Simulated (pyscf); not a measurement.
AsH₃ (SMILES [AsH3]) + BH (SMILES [BH]) [singlet] -> HB=AsH (SMILES B=[AsH]) + H₂ (SMILES [H][H]) (concerted two-bond exchange; singlet surface; As–H, As–H broken, As–B, H–H formed). Single points on ωB97X-D3(BJ)/def2-SVP structures (PySCF, gas phase). Energies in kJ/mol from the separated reactants.

| level | barrier | reaction energy |
|---|---|---|
| ωB97X-D3(BJ)/def2-TZVP | 93.4 | -245.6 |
| PBE/def2-TZVP | 22.6 | -282.3 |
| r²SCAN/def2-TZVP | (withheld) | (withheld) |
| M06-2X/def2-TZVP | 83.3 | -261.6 |
| ωB97M-D3(BJ)/def2-TZVP | (withheld) | -242.2 |
| HF/def2-TZVP | 202.8 | -170.6 |

### Question
Complete the blanks.

### Answer

- r²SCAN/def2-TZVP, barrier: 35.3
- r²SCAN/def2-TZVP, reaction energy: -281.2
- ωB97M-D3(BJ)/def2-TZVP, barrier: 99.8

The functionals in the table span 77.2 kJ/mol in this barrier, from PBE to ωB97M-D3(BJ)/def2-TZVP. On the reactant side the descent ends in an adduct with a As–B contact, 59.6 kJ/mol under the separated species and 152.9 kJ/mol under the saddle at ωB97X-D3(BJ)/def2-TZVP. On the product side the descent ends in an adduct with a B–H contact (not fully relaxed), 2.1 kJ/mol under the separated species and 341.0 kJ/mol under the saddle at ωB97X-D3(BJ)/def2-TZVP. What is counted as formed (As–B) is already present as a longer contact in the reactant adduct; forming that adduct is a step of its own. HB=AsH is closed by a dative B–H contact. One saddle was located; it need not be the lowest between these sides. Elements up to Kr have no core potential and no relativistic terms here.
